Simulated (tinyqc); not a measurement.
Inside a calculation. Method: Hueckel theory of the pi electrons, for the molecule N=c1cc1 (SMILES; centres numbered as the heavy atoms are written). Computed by tinyqc, a small Python program that keeps every step. Settings: charge = 0. Command: `OMP_NUM_THREADS=1 python tinyqc.py 23177 23178 out.jsonl` (the two numbers bound the seeds that draw the settings). One thread of a shared host (Intel(R) Xeon(R) Processor @ 2.60GHz), about 0.01 s of CPU time with the checks.

## The Hueckel matrix

Centres:
```
centre  z_r, pi electrons of the neutral centre         h
1N                                            1  0.500000
2C                                            1  0.000000
3C                                            1  0.000000
4C                                            1  0.000000
```

Bonds:
```
i  j         k
1  2  1.000000
2  3         1
3  4         1
4  2         1
```

H_rr = alpha + h_r beta, H_rs = k_rs beta for bonded centres.

Hueckel matrix in units of beta (H = alpha + beta A), order 1N, 2C, 3C, 4C:
```
[[0.500000, 1.000000, 0.000000, 0.000000],
 [1.000000, 0.000000, 1.000000, 1.000000],
 [0.000000, 1.000000, 0.000000, 1.000000],
 [0.000000, 1.000000, 1.000000, 0.000000]]
```

## Orbitals

pi electrons, sum of z_r less the charge = 4

Diagonalise; E = alpha + x beta with beta < 0, so the largest x are filled first; degenerate levels share their electrons. P = sum n_i c_ri c_si; each orbital has its largest coefficient positive (the first on a tie).

x values: [2.220276, 0.654992, -1.000000, -1.375268]

occupations: [2.000000, 2.000000, 0.000000, 0.000000]

coefficients, order 1N, 2C, 3C, 4C:
```
[[0.355019, 0.836928, 0.000000, -0.416549],
 [0.610730, 0.129717, 0.000000, 0.781142],
 [0.500485, -0.375982, 0.707107, -0.328865],
 [0.500485, -0.375982, -0.707107, -0.328865]]
```

charge and bond-order matrix P, order 1N, 2C, 3C, 4C:
```
[[1.652973, 0.650768, -0.273977, -0.273977],
 [0.650768, 0.779635, 0.513780, 0.513780],
 [-0.273977, 0.513780, 0.783696, 0.783696],
 [-0.273977, 0.513780, 0.783696, 0.783696]]
```

## Energy, charges, bond orders

E = sum n x; q_r = z_r - P_rr; bond order p = P_rs; free valence = sqrt(3) - sum of p over the bonds of the atom.

pi energy = 4 alpha + this times beta = 5.750535

pi charges: [-0.652973, 0.220365, 0.216304, 0.216304]

Bond orders and lengths from R = 1.517 - 0.180 p (angstrom, C-C alone):
```
bond         p         R
1-2   0.650768         -
2-3   0.513780  1.424520
3-4   0.783696  1.375935
4-2   0.513780  1.424520
```

free valence of the carbons: [0.053722, 0.434575, 0.434575]

gap between the highest filled and the next level = 1.654992 |beta|
